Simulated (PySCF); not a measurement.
Compound: methyl ethyl formamide, C₄H₉NO.
Atom-mapped SMILES: `[CH3:1][CH2:2][N:3]([CH3:4])[CH:5]=[O:6]` (hydrogens: H7, H8, H9 on C1; H10, H11 on C2; H12, H13, H14 on C4; H15 on C5)

Theory: PySCF 2.14.0, PBE0-D3(BJ)/def2-SVP geometry optimisation, gas phase.

(1) Give the optimised bond lengths and angles.

## Answers

(1) 
```json
{"bond": "C1–C2", "length (Å)": "1.521", "order": "single"}
{"bond": "C2–N3", "length (Å)": "1.449", "order": "single"}
{"bond": "N3–C4", "length (Å)": "1.436", "order": "single"}
{"bond": "N3–C5", "length (Å)": "1.360", "order": "single"}
{"bond": "C5=O6", "length (Å)": "1.210", "order": "double"}
{"bond": "C1–H7, C1–H8, C1–H9", "length (Å)": "1.101", "order": "single"}
{"bond": "C2–H10, C2–H11", "length (Å)": "1.101", "order": "single"}
{"bond": "C4–H12, C4–H13, C4–H14", "length (Å)": "1.102", "order": "single"}
{"bond": "C5–H15", "length (Å)": "1.118", "order": "single"}
```

Bonds in one row agree within 0.01 Å and their mean is given. Orders are formal, as drawn. A selection of angles:
```json
{"angle": "C2–C1–H7", "degrees": "112.0"}
{"angle": "C2–C1–H8", "degrees": "110.5"}
{"angle": "H7–C1–H8", "degrees": "107.6"}
{"angle": "C1–C2–N3", "degrees": "113.4"}
{"angle": "C1–C2–H10", "degrees": "110.7"}
{"angle": "C1–C2–H11", "degrees": "109.9"}
{"angle": "N3–C2–H10", "degrees": "108.2"}
{"angle": "H10–C2–H11", "degrees": "107.9"}
{"angle": "C2–N3–C4", "degrees": "118.9"}
{"angle": "C2–N3–C5", "degrees": "119.2"}
{"angle": "C4–N3–C5", "degrees": "121.8"}
{"angle": "N3–C4–H12", "degrees": "111.4"}
{"angle": "N3–C4–H13", "degrees": "109.5"}
{"angle": "H12–C4–H13", "degrees": "108.1"}
{"angle": "N3–C5–O6", "degrees": "125.4"}
{"angle": "N3–C5–H15", "degrees": "111.8"}
{"angle": "O6–C5–H15", "degrees": "122.7"}
```

Torsions: C1–C2–N3–C4 80° (synclinal); C2–N3–C5–O6 0° (synperiplanar). The mirror-image conformer, all signs reversed, is as good.

N3 (amide nitrogen) is planar (angles 121.8°, 119.2° and 118.9°, sum 360.0°, 0.02 Å off the plane of its three neighbours). Of the pairs four or more bonds apart, O6···H11 is among the closest relative to their van der Waals radii: 2.35 Å, 86 % of the sum of Bondi's values. The C–N distances run from 1.360 Å (N3–C5, drawn single) to 1.449 Å (C2–N3, drawn single), a spread of 0.089 Å.

Point group: C1 (no symmetry element, even within 0.4 Å). No frequency check. One conformer, not necessarily the lowest.

Time: 84 s wall; peak memory 0.55 GiB. Hardware: one thread, Intel Xeon Platinum 8375C at 2.90 GHz (x86_64), no GPU, shared host with 128 logical CPUs at a one-minute load of 72. These figures are those of the optimisation.
